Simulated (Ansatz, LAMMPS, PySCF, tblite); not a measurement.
## Diamond-structure Si, equilibrium lattice constant a

Reference value: 5.421 Å (measured, static lattice: zero-point anharmonic expansion removed; as tabulated in Mejia-Rodriguez and Trickey (2018), arXiv:1807.09216).

```json
[
 {"level (code)": "GFN2-xTB (tblite)", "value (Å)": "5.390"},
 {"level (code)": "SNAP Si_Zuo_JPCA2020.quadratic.snap (LAMMPS)", "value (Å)": "5.464"},
 {"level (code)": "LDA (Ansatz)", "value (Å)": "5.402"},
 {"level (code)": "PBE (Ansatz)", "value (Å)": "5.470"},
 {"level (code)": "PBE-D3(BJ) (Ansatz)", "value (Å)": "5.421"},
 {"level (code)": "r²SCAN (Ansatz)", "value (Å)": "5.444"},
 {"level (code)": "PBE0 (Ansatz)", "value (Å)": "(withheld)"},
 {"level (code)": "r²SCAN0 (Ansatz)", "value (Å)": "(withheld)"},
 {"level (code)": "Hartree–Fock (Ansatz)", "value (Å)": "(withheld)"},
 {"level (code)": "MP2 (PySCF)", "value (Å)": "5.389 ± 0.02"},
 {"level (code)": "CCSD(T) (PySCF)", "value (Å)": "5.419 ± 0.02"}
]
```

Q: Some entries are withheld; supply them.

A: 
- PBE0 (Ansatz, a quantum-chemistry and plane-wave program), value (Å): 5.436
- r²SCAN0 (Ansatz), value (Å): 5.426
- Hartree–Fock (Ansatz), value (Å): 5.506

Errors against the reference: GFN2-xTB -0.57 %, SNAP Si_Zuo_JPCA2020.quadratic.snap +0.79 %, LDA -0.35 %, PBE +0.90 %, PBE-D3(BJ) 0.00 %, r²SCAN +0.42 %, PBE0 +0.28 %, r²SCAN0 +0.09 %, Hartree–Fock +1.57 %, MP2 -0.59 %, CCSD(T) -0.04 %.

Once the reference is moved by up to 0.11 % (a margin picked here for doubts on the reference and the settings) and values within 0.10 % count as equal, the nearest can be PBE-D3(BJ) (0.00 %), CCSD(T) (-0.04 %) or r²SCAN0 (+0.09 %). Farthest off among them: Hartree–Fock (+1.57 %). Within 2 %: GFN2-xTB, SNAP Si_Zuo_JPCA2020.quadratic.snap, LDA, PBE, PBE-D3(BJ), r²SCAN, PBE0, r²SCAN0, Hartree–Fock, MP2, CCSD(T).

A ± on a computed value is a rough bar: the spread of its extrapolation, a floor set from checks against published values, or a statistical error. GFN2-xTB: the method was fitted mainly to molecules. GFN2-xTB: the run uses a supercell at the zone centre in place of a k mesh. Cutoffs and k meshes differ between the levels. Ansatz's density-functional and Hartree–Fock values are scalar-relativistic unless marked +SOC, with PAW data made under PBE.

Machine-learned potentials (SNAP Si_Zuo_JPCA2020.quadratic.snap) are trained on DFT data: a solid inside that data is no test of them.

Differences are worked out from the printed values.
